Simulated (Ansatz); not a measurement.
Mulliken charges of C$_{3}$H$_{3}$F$_{3}$, SMILES `C=C(F)C(F)F` from r2SCAN/def2-TZVPP in Ansatz (PBE0-D4/def2-TZVP geometry).

| atom | x (Å) | y (Å) | z (Å) | charge (e) |
| --- | --- | --- | --- | --- |
| C1 | 0.336 | -1.343 | 0.309 | -0.204 |
| C2 | 0.492 | -0.098 | -0.095 | 0.194 |
| F3 | 1.658 | 0.366 | -0.538 | -0.185 |
| C4 | -0.589 | 0.934 | -0.112 | 0.356 |
| F5 | -0.776 | 1.400 | -1.369 | -0.192 |
| F6 | -0.241 | 1.992 | 0.659 | -0.192 |
| H7 | 1.159 | -2.044 | 0.297 | 0.102 |
| H8 | -0.631 | -1.675 | 0.661 | 0.090 |
| H9 | -1.534 | 0.525 | 0.257 | 0.030 |

By hand: the dipole of these point charges (1 e Å = 4.8032 D).

Σ q r = (-0.279, -0.475, 0.212) e Å, of length 0.590 e Å = 2.83 D.

How does the dipole of the full density compare? (An estimate is asked.)

Computed: (-0.227, -0.479, 0.200) e Å, 2.72 D; the point charges give 1.04 times that, at 5° from its direction.

Point charges leave out the atoms' own dipoles, such as those of lone pairs, and Mulliken's split depends on the basis, so the close match here is no proof of good charges.
